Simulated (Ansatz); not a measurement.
Relaxation of AlFH3N (6 atoms, charge 0, multiplicity 1), to a largest force component of 0.03 eV/Å in at most 50 steps.

All numbers below come from RKS B3LYP/def2-SVP (Ansatz).

```xyz
6
Properties=species:S:1:pos:R:3
Al 0.149 0.038 -0.026
F 0.585 -0.438 1.508
H 1.630 0.416 -0.215
N -1.421 0.001 -0.815
H -2.279 -0.341 -0.390
H -1.607 0.324 -1.760
```

Task: Where does it end, and by what steps?

Result: The run converged. After 5 steps the energy has fallen by 0.655 eV; H3 moved furthest, 0.41 Å.

```
step  energy less start (eV)  largest force component (eV/Å)  accepted
   0                  0.0000                           1.541       yes
   1                 -0.4733                           0.958       yes
   2                 -0.6384                           0.533       yes
   3                 -0.6519                           0.321       yes
   4                 -0.6549                           0.042       yes
   5                 -0.6549                           0.014       yes
```

```xyz
6
Properties=species:S:1:pos:R:3
Al 0.232 0.017 0.075
F 0.275 -0.550 1.644
H 1.551 0.538 -0.597
N -1.325 0.001 -0.757
H -2.195 -0.341 -0.360
H -1.481 0.335 -1.704
```

Run time: 10 s on 1 thread of Arm Neoverse V2, with other jobs on the host, peak memory 0.12 GiB.
